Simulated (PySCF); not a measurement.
# C₄H₆ClF: a tour of settings, part 1 of 2

Aim: see how C₄H₆ClF (`C=C[C@](C)(F)Cl`) answers to the choice of functional, basis, grid and SCF options.

Computed with PySCF 2.14.0, with density-fitted response routines of our own, on a single molecule in the gas phase. Atoms are numbered from 0 throughout.

## (1) Starting geometry

12 atoms, charge 0, multiplicity 1; geometry from: GFN2-xTB.

Bonds of the start (Å): C0–C1 1.32, C1–C2 1.50, C2–C3 1.52, C2–F4 1.37, C2–Cl5 1.82, C0–H6 1.08, C0–H7 1.08, C1–H8 1.08, C3–H9 1.09, C3–H10 1.09, C3–H11 1.09.

## (2) Shielding tensors: PBE0/pcSseg-1

Job settings and geometry (Å):

```
{"job": {"kind": "nmr", "xc": "PBE0", "basis": "pcSseg-1"}, "charge": 0, "multiplicity": 1}
C      2.004063    -0.162923    -0.240173
C      0.759328    -0.592966    -0.147615
C     -0.343625     0.171499     0.511289
C     -1.588823     0.317841    -0.343049
F      0.081310     1.411834     0.897889
Cl    -0.775893    -0.708440     2.039677
H      2.301203     0.794615     0.153354
H      2.767423    -0.752794    -0.716104
H      0.454677    -1.555727    -0.530153
H     -1.975610    -0.660648    -0.609705
H     -1.333719     0.868361    -1.246952
H     -2.349136     0.868662     0.205515
```

Level: GIAO PBE0/pcSseg-1 NMR shielding, non-relativistic, gas phase.

Started as:

```sh
$ OMP_NUM_THREADS=1 python probes_run.py task.json out
```

This one command runs all jobs of the session in turn.

The log of the run:

```text
coarse grid: 10776 points
cycle   1  E = -715.4559882127  dE =  6.470e-01  |g| = 6.141e-01  |ddm| = 2.962e+00
cycle   2  E = -715.3847997398  dE =  7.119e-02  |g| = 9.047e-01  |ddm| = 1.008e+00
cycle   3  E = -715.5309969856  dE = -1.462e-01  |g| = 1.038e-01  |ddm| = 6.323e-01
cycle   4  E = -715.5332993828  dE = -2.302e-03  |g| = 3.786e-02  |ddm| = 1.094e-01
cycle   5  E = -715.5336054726  dE = -3.061e-04  |g| = 1.379e-02  |ddm| = 3.544e-02
cycle   6  E = -715.5336503279  dE = -4.486e-05  |g| = 2.219e-03  |ddm| = 1.090e-02
cycle   7  E = -715.5336513731  dE = -1.045e-06  |g| = 7.719e-04  |ddm| = 2.633e-03
final grid: 100416 points
cycle   8  E = -715.5757664499  dE = -3.410e-05  |g| = 7.403e-03  |ddm| = 2.160e-02
cycle   9  E = -715.5757613178  dE =  5.132e-06  |g| = 9.079e-03  |ddm| = 1.228e-02
cycle  10  E = -715.5757784548  dE = -1.714e-05  |g| = 1.416e-03  |ddm| = 7.070e-03
cycle  11  E = -715.5757787747  dE = -3.199e-07  |g| = 3.366e-04  |ddm| = 1.182e-03
cycle  12  E = -715.5757787974  dE = -2.270e-08  |g| = 1.169e-04  |ddm| = 3.049e-04
cycle  13  E = -715.5757788006  dE = -3.209e-09  |g| = 2.906e-05  |ddm| = 1.096e-04
cycle  14  E = -715.5757788008  dE = -1.903e-10  |g| = 6.244e-06  |ddm| = 2.707e-05
converged SCF energy = -715.5757788008

GIAO shielding tensors (ppm)
atom      isotropic    diamagn.    paramagn.     s11        s22        s33       span
  0 C       65.162     252.637    -187.475    -46.995     64.697    177.785    224.780
  1 C       39.768     258.049    -218.282    -79.571     61.053    137.821    217.392
  2 C       68.189     238.755    -170.566     42.870     64.286     97.410     54.540
  3 C      152.795     248.622     -95.827    133.904    141.496    182.985     49.080
  4 F      306.755     475.257    -168.503    232.073    309.435    378.756    146.683
  5 Cl     596.720    1146.761    -550.041    328.836    449.013   1012.310    683.474
  6 H       25.724      30.672      -4.948     22.129     24.318     30.724      8.595
  7 H       26.092      28.863      -2.771     23.507     25.326     29.443      5.935
  8 H       25.557      31.473      -5.915     22.960     24.804     28.907      5.947
  9 H       29.959      29.519       0.441     26.642     28.231     35.006      8.364
 10 H       29.962      29.587       0.376     26.171     27.619     36.098      9.927
 11 H       29.382      28.828       0.554     26.026     27.742     34.379      8.352
```

It took 20 s on 1 thread of Arm Neoverse N1, shared host; peak memory 0.68 GiB.

Shifts follow as δ = σ(reference) − σ, with reference shieldings (ppm) from runs at the same level and on the same kind of geometry: 1H TMS 31.72, 13C TMS 186.9, 19F CFCl3 170.9, 35Cl HCl 950. The references are single molecules in the gas phase, so shifts against H2O, NH3, PH3, H3PO4 or CFCl3 are not on the usual liquid scales and can be off by tens of ppm. Atoms listed in one row are averaged.

| atoms | environment | σ (ppm) | δ (ppm) | δ scaled to CDCl3 |
| --- | --- | --- | --- | --- |
| C1 | alkene CH | 39.8 | 147.2 | 141.7 |
| C0 | terminal =CH2 carbon | 65.2 | 121.8 | 116.9 |
| C2 | allylic fully substituted sp3 carbon bonded to Cl and F | 68.2 | 118.7 | 114.0 |
| C3 | methyl carbon | 152.8 | 34.1 | 31.4 |
| H8 | hydrogen on an alkene CH | 25.56 | 6.16 | 5.91 |
| H6 | hydrogen on a terminal =CH2 carbon | 25.72 | 5.99 | 5.76 |
| H7 | hydrogen on a terminal =CH2 carbon | 26.09 | 5.62 | 5.41 |
| H9, H10, H11 | hydrogen on a methyl carbon | 29.77 | 1.95 | 1.94 |
| F4 | fluorine on an sp3 carbon | 306.8 | -135.8 | – |
| Cl5 | chlorine bonded to C | 597 | 353 | – |

The scaled column applies a straight-line fit of computed shieldings to shifts measured in CDCl3, with any fitted terms for Cl, Br or S neighbours, and one for carbons that bear F (root-mean-square error 0.16 ppm for H, 1.9 ppm for C).

The run also stored atomic charges by several schemes (e):

| atoms | Mulliken | IAO | Hirshfeld | ESP fit |
| --- | --- | --- | --- | --- |
| C0 | -0.10 | -0.29 | -0.09 | -0.34 |
| C1 | -0.18 | -0.17 | -0.06 | -0.20 |
| C2 | 0.05 | 0.33 | 0.14 | 0.29 |
| C3 | -0.18 | -0.44 | -0.13 | -0.57 |
| F4 | -0.28 | -0.29 | -0.08 | -0.15 |
| Cl5 | -0.10 | -0.12 | -0.08 | -0.14 |

Mayer bond orders: C0–C1 1.97, C1–C2 0.95, C2–C3 0.99, C2–F4 0.93, C2–Cl5 1.01.

## (3) Excited states and response: PBE0/def2-SVPD

The job, as its differences from that of step 2:

```diff
@@ -1,2 +1,2 @@
-{"job": {"kind": "nmr", "xc": "PBE0", "basis": "pcSseg-1"}, "charge": 0, "multiplicity": 1}
+{"job": {"kind": "uv", "xc": "PBE0", "basis": "def2-SVPD", "nstates": 6, "ntriplets": 2}, "charge": 0, "multiplicity": 1}
 C      2.004063    -0.162923    -0.240173
```

Level: TDDFT PBE0/def2-SVPD, vertical, gas phase, core orbitals frozen in the response.

The log of the run:

```text
coarse grid: 10776 points
cycle   1  E = -715.1567163070  dE =  5.942e-01  |g| = 5.763e-01  |ddm| = 5.032e+00
cycle   2  E = -715.0918573760  dE =  6.486e-02  |g| = 8.406e-01  |ddm| = 2.081e+00
cycle   3  E = -715.2259776881  dE = -1.341e-01  |g| = 1.024e-01  |ddm| = 1.308e+00
cycle   4  E = -715.2283307015  dE = -2.353e-03  |g| = 3.287e-02  |ddm| = 2.286e-01
cycle   5  E = -715.2285629585  dE = -2.323e-04  |g| = 1.344e-02  |ddm| = 6.187e-02
cycle   6  E = -715.2286072142  dE = -4.426e-05  |g| = 1.985e-03  |ddm| = 2.028e-02
cycle   7  E = -715.2286080907  dE = -8.765e-07  |g| = 6.000e-04  |ddm| = 4.074e-03
final grid: 100416 points
cycle   8  E = -715.3107448083  dE = -2.762e-05  |g| = 6.988e-03  |ddm| = 9.440e-02
cycle   9  E = -715.3107389731  dE =  5.835e-06  |g| = 9.038e-03  |ddm| = 2.410e-02
cycle  10  E = -715.3107562194  dE = -1.725e-05  |g| = 1.271e-03  |ddm| = 1.355e-02
cycle  11  E = -715.3107565413  dE = -3.219e-07  |g| = 2.329e-04  |ddm| = 2.077e-03
cycle  12  E = -715.3107565524  dE = -1.105e-08  |g| = 1.089e-04  |ddm| = 5.238e-04
cycle  13  E = -715.3107565553  dE = -2.957e-09  |g| = 2.282e-05  |ddm| = 1.927e-04
cycle  14  E = -715.3107565554  dE = -1.238e-10  |g| = 5.687e-06  |ddm| = 5.031e-05
converged SCF energy = -715.3107565554

Static polarisability (au): isotropic 65.104, principal 55.004 61.330 78.977

Singlet excitations
state   eV       nm        f      main configurations
  1   6.4632    191.8   0.07270   H->L 0.48, H-1->L 0.40
  2   6.8089    182.1   0.06844   H-1->L 0.49, H-2->L 0.28, H->L 0.17
  3   7.0819    175.1   0.13115   H-2->L 0.62, H->L 0.20
  4   7.6072    163.0   0.06425   H->L+1 0.91
  5   7.9126    156.7   0.09163   H-3->L 0.49, H->L+2 0.24, H-1->L+2 0.11
  6   7.9782    155.4   0.05359   H->L+2 0.47, H-3->L 0.36

Triplet excitations (Tamm-Dancoff, eV): 4.2894 6.0394
```

It took 30 s on 1 thread of Arm Neoverse N1, shared host; peak memory 0.73 GiB.

The orbitals next to the gap, with their largest atomic shares:

| orbital | eV | atoms |
| --- | --- | --- |
| HOMO−3 | -10.20 | Cl5 18 %, F4 16 %, C1 15 % |
| HOMO−2 | -9.10 | Cl5 74 %, C2 7 %, F4 7 % |
| HOMO−1 | -8.82 | Cl5 68 %, C2 10 %, C3 8 % |
| HOMO | -8.10 | C0 33 %, C1 33 %, Cl5 22 % |
| LUMO | -0.73 | C0 28 %, C1 23 %, Cl5 22 % |
| LUMO+1 | 0.69 | C3 17 %, C1 14 %, C0 13 % |
| LUMO+2 | 0.91 | Cl5 37 %, C2 18 %, C1 12 % |

With each of the 6 states as a Gaussian band of 0.4 eV half-width at 1/e, the curve within the window shown has maxima at 178 nm (ε 8,100), 158 nm (ε 7,500) L/(mol cm). Beyond the last state computed it falls off for lack of states. The curve at chosen wavelengths:

nm, ε (L/mol/cm) and a bar:
```
      150       3002 ##########
      152       4552 ################
      155       6613 ########################
      157       7365 ###########################
      160       7377 ###########################
      162       6910 ##########################
      165       6216 #######################
      167       6080 ######################
      170       6499 ########################
      172       7037 ##########################
      174       7575 ############################
      177       8051 ##############################
      179       8048 ##############################
      182       7618 ############################
      184       7143 ##########################
      187       6300 #######################
      189       5698 #####################
      191       5078 ##################
      194       4121 ###############
      196       3481 ############
      199       2563 #########
      201       2011 ######
      204       1316 ####
      206        953 ##
      209        553 #
      211        371
```

Further results of this job:

| property | computed |
| --- | --- |
| dipole moment (D) | 2.35 |
| polarisability (Å³) | 9.65 |
| HOMO–LUMO gap (eV) | 7.37 |
| −ε(HOMO) (eV) | 8.10 |

(Continued in part 2 of 2.)
